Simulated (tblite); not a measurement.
Compound: C3H4ClFO.
Cartesian coordinates in Å at the GFN2-xTB level; atoms count from 1:
```
atom  x, y, z in Å
F1    -2.0950    1.0301   -0.1108
C2    -1.1700    0.1135    0.2662
Cl3   -1.7665   -1.4986   -0.2277
C4     0.1557    0.3934   -0.4005
C5     1.3538   -0.3370    0.0188
O6     1.1387    0.9946    0.3797
H7    -1.0984    0.1378    1.3597
H8     0.0709    0.7478   -1.4240
H9     1.2769   -1.0642    0.8185
H10    2.1427   -0.5127   -0.7023
```

Computed values, GFN2-xTB/tblite, gas phase, harmonic and unscaled. This tight-binding method is rough: wavenumbers can miss measured ones by several per cent, in bad cases by 10 to 20. One conformer, not necessarily the lowest.

Harmonic wavenumbers (cm⁻¹): 60.2, 172.4, 297.8, 325.2, 407.5, 463.4, 739.3, 853.0, 985.5, 1013.8, 1043.0, 1046.0, 1086.0, 1106.5, 1119.2, 1154.1, 1230.5, 1264.9, 1397.8, 1486.9, 2927.2, 3019.8, 3042.3, 3052.9.

A = 4793, B = 2106, C = 1554 MHz; mass 109.993 u (most abundant isotopes); point group C1, symmetry number 1.

Task: What is the zero-point energy?

Result: ½Σν̃ = 14648 cm⁻¹ = 175.23 kJ/mol.

Task: Entropy at 400 K, 1 bar (ideal gas, RRHO, classical rotation)?

Result: Translation 173.59, rotation 118.38, vibration 72.52: S = 364.5 J/(mol K).

Task: And Cp and H(400 K) − H(0)?

Result: Cp = 115.44 J/(mol K), of which vibrations give 82.18 (their classical limit is 24 R = 199.5); H(400 K) − H(0) = 29.00 kJ/mol without the zero-point energy, 15.70 from vibrations.

Task: What must be added to the electronic energy to get the Gibbs energy at 400 K and 1 bar?

Result: ZPE + [H(400 K) − H(0)] − T·S = 175.23 + 29.00 − 145.80 = 58.43 kJ/mol.

Task: Blend soft modes into free rotors: weight 1/[1 + (100 cm⁻¹/ν̃)⁴] for the oscillator and the rest for a rotor with moment μB/(μ + B), μ = h/(8π²ν), B = 10⁻⁴⁴ kg m². What vibrational entropy results?

Result: 67.28 J/(mol K) in place of 72.52, which changes −T·S at 400 K by +2.09 kJ/mol.

Task: How do the functions run with temperature in this model?

Result: 
| T (K) | S (J/(mol K)) | Cp (J/(mol K)) | H − H(0) (kJ/mol) | G − H(0) (kJ/mol) | ln q(vib) |
| --- | --- | --- | --- | --- | --- |
| 150 | 282.4 | 61.7 | 6.98 | -35.38 | 1.17 |
| 250 | 318.6 | 82.2 | 14.15 | -65.49 | 2.27 |
| 298.15 | 334.0 | 93.0 | 18.37 | -81.20 | 2.82 |
| 600 | 418.1 | 149.0 | 55.69 | -195.19 | 6.39 |
| 900 | 484.7 | 178.4 | 105.23 | -330.99 | 9.87 |

q(vib) and H(0) count from the zero-point level.

Task: Which modes carry the vibrational entropy at 400 K?

Result: 60.2 cm⁻¹: 21.05; 172.4 cm⁻¹: 12.42; 297.8 cm⁻¹: 8.13; 325.2 cm⁻¹: 7.47; 407.5 cm⁻¹: 5.84; 463.4 cm⁻¹: 4.97 J/(mol K); the other 18 give 12.64 together.

Hindered rotation and anharmonicity are outside this model. Other conformers, if any are populated, would add a mixing term that is left out. The structure is chiral; the term R ln 2 for an equal mix with its mirror image is left out.
